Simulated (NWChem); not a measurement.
Everything below was run with NWChem. System: C3H7, charge 0, spin multiplicity 2, at a geometry optimised with UPBE/def2-SVP. The structure started from a generated list of species. Its SCF solution wasn't tested for a lower state. Level: UMP2/def2-TZVP, 3 core orbitals frozen.

The NWChem input:

```
start mol
memory heap 200 mb stack 900 mb global 1100 mb
geometry units angstroms nocenter noautoz
  C     -0.087917    -0.174950    -1.300377
  C      0.200545     0.492816     0.000000
  C     -0.087917    -0.174950     1.300377
  H     -0.048863     0.530455    -2.155047
  H     -1.088275    -0.663693    -1.301978
  H      0.643678    -0.991919    -1.531489
  H      0.838662     1.392819     0.000000
  H     -0.048863     0.530455     2.155047
  H      0.643678    -0.991919     1.531489
  H     -1.088275    -0.663693     1.301978
  symmetry group Cs
end
basis spherical
  * library def2-tzvp
end
scf
  uhf
  nopen 1
  maxiter 100
  thresh 1e-7
  semidirect memsize 60000000 filesize 0
  # guess.movecs holds the orbitals of an unrestricted PBE0 run
  vectors input guess.movecs output mol.movecs
end
mp2
  freeze core 3
end
task mp2 energy
```

NWChem printed:

```
             Northwest Computational Chemistry Package (NWChem) 7.3.0
             --------------------------------------------------------

                                NWChem Input Module
                                -------------------

 Scaling coordinates for geometry "geometry" by  1.889725989
 (inverse scale =  0.529177249)

 Turning off AUTOSYM since
 SYMMETRY directive was detected!

                             Geometry "geometry" -> ""
                             -------------------------

 Output coordinates in angstroms (scale by  1.889725989 to convert to a.u.)

  No.       Tag          Charge          X              Y              Z
 ---- ---------------- ---------- -------------- -------------- --------------
    1 C                    6.0000    -0.08791700    -0.17495000    -1.30037700
    2 C                    6.0000     0.20054500     0.49281600     0.00000000
    3 C                    6.0000    -0.08791700    -0.17495000     1.30037700
    4 H                    1.0000    -0.04886300     0.53045500    -2.15504700
    5 H                    1.0000    -1.08827500    -0.66369300    -1.30197800
    6 H                    1.0000     0.64367800    -0.99191900    -1.53148900
    7 H                    1.0000     0.83866200     1.39281900     0.00000000
    8 H                    1.0000    -0.04886300     0.53045500     2.15504700
    9 H                    1.0000     0.64367800    -0.99191900     1.53148900
   10 H                    1.0000    -1.08827500    -0.66369300     1.30197800

 Effective nuclear repulsion energy (a.u.)      74.8870608271

            Nuclear Dipole moment (a.u.)
            ----------------------------
        X                 Y               Z
 ---------------- ---------------- ----------------
     0.0000151178     0.0000018897    -0.0000000000

      Symmetry information
      --------------------

 Group name             Cs
 Group number              2
 Group order               2
 No. of unique centers     6

      Symmetry unique atoms

     1    2    4    5    6    7


 Summary of "ao basis" -> "" (spherical)
 ------------------------------------------------------------------------------
       Tag                 Description            Shells   Functions and Types
 ---------------- ------------------------------  ------  ---------------------
 *                         def2-tzvp                  on all atoms

 Summary of "ao basis" -> "ao basis" (spherical)
 ------------------------------------------------------------------------------
       Tag                 Description            Shells   Functions and Types
 ---------------- ------------------------------  ------  ---------------------
 C                         def2-tzvp                11       31   5s3p2d1f
 H                         def2-tzvp                 4        6   3s1p

                                 NWChem SCF Module
                                 -----------------

  ao basis        = "ao basis"
  functions       =   135
  atoms           =    10
  alpha electrons =    13
  beta  electrons =    12
  charge          =   0.00
  wavefunction    = UHF
  use symmetry    = T
  symmetry adapt  = T

 Summary of "ao basis" -> "ao basis" (spherical)
 ------------------------------------------------------------------------------
       Tag                 Description            Shells   Functions and Types
 ---------------- ------------------------------  ------  ---------------------
 C                         def2-tzvp                11       31   5s3p2d1f
[...]
    3 C    6     3.23   0.43  0.56  0.24  0.35  0.04  0.64  0.74  0.21  0.01  0.02  0.00
    4 H    1     0.44   0.13  0.24  0.06  0.01
    5 H    1     0.43   0.13  0.24  0.06  0.01
    6 H    1     0.41   0.12  0.23  0.06  0.01
    7 H    1     0.49   0.14  0.28  0.07  0.01
    8 H    1     0.44   0.13  0.24  0.06  0.01
    9 H    1     0.41   0.12  0.23  0.06  0.01
   10 H    1     0.43   0.13  0.24  0.06  0.01

   Mulliken analysis of the spin density
   -------------------------------------

    Atom       Charge   Shell Charges
 -----------   ------   -------------------------------------------------------
    1 C    6    -0.16  -0.00  0.00 -0.01 -0.03 -0.01 -0.04 -0.07 -0.04  0.00  0.02  0.00
    2 C    6     1.18   0.00 -0.00  0.04  0.06  0.03  0.38  0.50  0.18 -0.00  0.01 -0.00
    3 C    6    -0.16  -0.00  0.00 -0.01 -0.03 -0.01 -0.04 -0.07 -0.04  0.00  0.02  0.00
    4 H    1     0.01   0.00  0.01  0.00 -0.00
    5 H    1     0.03   0.01  0.02  0.01 -0.00
    6 H    1     0.08   0.02  0.04  0.02 -0.00
    7 H    1    -0.09  -0.02 -0.05 -0.03  0.01
    8 H    1     0.01   0.00  0.01  0.00 -0.00
    9 H    1     0.08   0.02  0.04  0.02 -0.00
   10 H    1     0.03   0.01  0.02  0.01 -0.00

       Multipole analysis of the density wrt the origin
       ------------------------------------------------

     L   x y z        total         alpha         beta         nuclear
     -   - - -        -----         -----         ----         -------
     0   0 0 0     -0.000000    -13.000000    -12.000000     25.000000

     1   1 0 0      0.045710     -0.099562      0.145257      0.000015
     1   0 1 0     -0.036353     -0.392422      0.356067      0.000002
     1   0 0 1     -0.000000     -0.000000     -0.000000     -0.000000

     2   2 0 0    -15.941927    -16.568027    -14.513497     15.139596
     2   1 1 0      0.431345     -3.100685     -3.829494      7.361524
     2   1 0 1     -0.000000      0.000000     -0.000000      0.000000
     2   0 2 0    -15.818724    -22.032909    -19.411733     25.625918
     2   0 1 1     -0.000000     -0.000000     -0.000000      0.000000
     2   0 0 2    -15.747532    -75.979000    -74.259920    134.491388

                   NWChem MP2 Semi-direct Energy/Gradient Module
                   ---------------------------------------------

  Basis functions       =    135
  Molecular orbitals    =    135
  Frozen core           =      3
  Frozen virtuals       =      0
  Active alpha occupied =     10
  Active beta occupied  =      9
  Active alpha virtual  =    122
  Active beta virtual   =    123
  Use MO symmetry       = T
  Use skeleton AO sym   = T

  AO/Fock/Back tols     =   1.0D-09  1.0D-09  1.0D-09

 GA uses MA = F    GA memory limited = T

 Available:
  local mem=  1.26D+08
 global mem=  1.44D+08
 local disk=  0.00D+00
  mp2_memr nvloc                   122
  nvloc new                   122
   1 passes of  10:        5242880                      98154                  37769723.
   1 passes of  10: M    126139807           G      144142750           F     120896927.

 Semi-direct pass number   1 of   1  for UHF alpha       at        5.5s
  vrange nnbf                  9098
  mp2_eaftype                   144  avail_ma_in_mb                  1099
 EAF : mp2_eaftype filesize         144   18884861.
  mp2_eaf for mointskh                    144
Node 0 wrote     88.8 Mb in      0.1 s     Agg I/O rate:   836.5 Mb/s
 Done moints_semi at        9.9s
  mp2_eaftype                   144  avail_ma_in_mb                   955
 EAF : mp2_eaftype filesize         144   18884861.
  mp2_eaf for kh                   144
 Done maket at       10.1s
 Done multipass loop at       10.1s

 GA uses MA = F    GA memory limited = T

 Available:
  local mem=  1.26D+08
 global mem=  1.44D+08
 local disk=  0.00D+00
  mp2_memr nvloc                   123
  nvloc new                   123
   1 passes of   9:        5242880                      92506                  34274271.
   1 passes of   9: M    126139807           G      144142750           F     120896927.

 Semi-direct pass number   1 of   1  for UHF beta        at       10.1s
  vrange nnbf                  9098
  mp2_eaftype                   130  avail_ma_in_mb                  1099
 EAF : mp2_eaftype filesize         130   17137136.
  mp2_eaf for mointskh                    130
Node 0 wrote     80.6 Mb in      0.1 s     Agg I/O rate:  1577.1 Mb/s
 Done moints_semi at       14.3s
  mp2_eaftype                   130  avail_ma_in_mb                   969
 EAF : mp2_eaftype filesize         130   17137136.
  mp2_eaf for kh                   130
 Done maket at       14.5s
 Done multipass loop at       14.5s

          -------------------------------------------
          SCF energy                -117.677164103339
          Correlation energy          -0.485576706759
          Singlet pairs                0.000000000000
          Triplet pairs                0.000000000000
          Total MP2 energy          -118.162740810098
          -------------------------------------------

          ---------------------------------------------------
                    Spin Component Scaled (SCS) MP2
          Same spin pairs                     -0.106005023576
          Same spin scaling factor             0.333333333333
          Opposite spin pairs                 -0.379571683183
          Opposite spin scaling fact.          1.200000000000
          SCS-MP2 correlation energy          -0.490821027679
          Total SCS-MP2 energy              -118.167985131017
          ---------------------------------------------------

 -----------------------
 Performance information
 -----------------------

 Timer overhead =  1.01D-07 seconds/call

               Nr. of calls         CPU time (s)                 Wall time (s)                GFlops
             ---------------    -------------------     ------------------------------   -------------------
Name         Min   Avg   Max    Min     Avg     Max     Min     Avg     Max   Mx/calls   Min     Max     Sum
mp2: moin     2     2     2    8.5     8.5     8.5      8.5     8.5     8.5     4.2      0.0     0.0     0.0
mp2: make     2     2     2   0.45    0.45    0.45     0.45    0.45    0.45    0.22      0.0     0.0     0.0
mp2: tota     1     1     1    9.0     9.0     9.0      9.0     9.0     9.0     9.0      0.0     0.0     0.0

 The average no. of pstat calls per process was 5.00D+00
 with a timing overhead of 5.06D-07s

 Task  times  cpu:       14.5s     wall:       14.5s

 Total times  cpu:       14.5s     wall:       14.5s
```
